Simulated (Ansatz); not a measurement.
## Ansatz (development build ahead of 0.2.0) run

```yaml
crystal:
  periodic: [false, false, false]
  atoms:
    - { symbol: "N", position_ang: [-0.02458, 0.04351, -0.55323] }
    - { symbol: "N", position_ang: [0.02599, 0.02897, 0.58618] }
basis:
  gaussian: { orbitals: "6-31G" }
total_charge: 1
magnetization:
  spin_polarized: true
  initial_magnetization: 1
hamiltonian:
  xc: hf
```

The input is written out in the form of the current development build from the run's settings.

Output:

```
Converged                       : yes
Total energy                    : -108.32100 hartree
Spin squared of the determinant : 1.465
```

Caution: the unrestricted determinant is spin contaminated.
